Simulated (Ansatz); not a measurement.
Input file:

```yaml
crystal:
  periodic: [false, false, false]
  atoms:
    - {symbol: Si, position_ang: [0.000000, 0.000000, 2.747989]}
    - {symbol: B, position_ang: [0.000000, 0.000000, -0.781011]}
    - {symbol: H, position_ang: [0.000000, 0.000000, -1.966977]}
basis:
  gaussian: {orbitals: 6-31G}
magnetization: {spin_polarized: true, initial_magnetization: 0}
hamiltonian: {xc: hf}
output: {orbitals: {seedname: orbitals}}
```

```sh
$ ansatz run in.yaml --threads 1 --pin off --events-out ev --progress --plain --max-ram 2393MiB
```

Log:

```
298 factors; integrals over basis functions are off by at most 2.6e-4 eV
mean field evaluation 1: about -8540.3699 eV, gradient 7.3e0 eV
mean field evaluation 2: about -8540.3840 eV, gradient 7.3e0 eV
mean field evaluation 4: about -8541.3619 eV, gradient 7.8e-1 eV
mean field evaluation 8: about -8541.3879 eV, gradient 3.8e-3 eV
mean field evaluation 16: about -8541.4488 eV, gradient 4.8e-1 eV
mean field evaluation 32: about -8542.5347 eV, gradient 9.2e-2 eV
mean field evaluation 64: about -8542.0999 eV, gradient 3.5e0 eV
mean field evaluation 96: about -8541.3875 eV, gradient 1.8e-1 eV
mean field evaluation 128: about -8542.5413 eV, gradient 1.2e-1 eV
mean field evaluation 160: about -8536.2791 eV, gradient 1.0e1 eV
mean field evaluation 192: about -8542.5322 eV, gradient 7.7e-2 eV
mean field evaluation 224: about -8542.1183 eV, gradient 6.4e-1 eV
mean field evaluation 256: about -8541.7969 eV, gradient 2.1e0 eV
mean field evaluation 288: about -8542.4806 eV, gradient 1.5e-1 eV
mean field evaluation 320: about -8540.3989 eV, gradient 1.2e-2 eV
mean field evaluation 352: about -8534.6061 eV, gradient 8.5e0 eV
mean field -8542.55718737 eV, -313.9331862826 hartree, gradient 1.5e-6 eV, S^2 1.899498; 14 other end points of the search recorded, 0 dependent functions left out
reference -8542.55718737 eV, -313.9331862826 hartree; 10, 10 occupied and 14, 14 virtual orbitals, 298 factors
Total energy: -8542.55718737 eV, -313.9331862826 hartree
```

Ran on 1 thread of Arm Neoverse V2, shared host: 0.72 s wall, 0.07 GiB peak host memory.
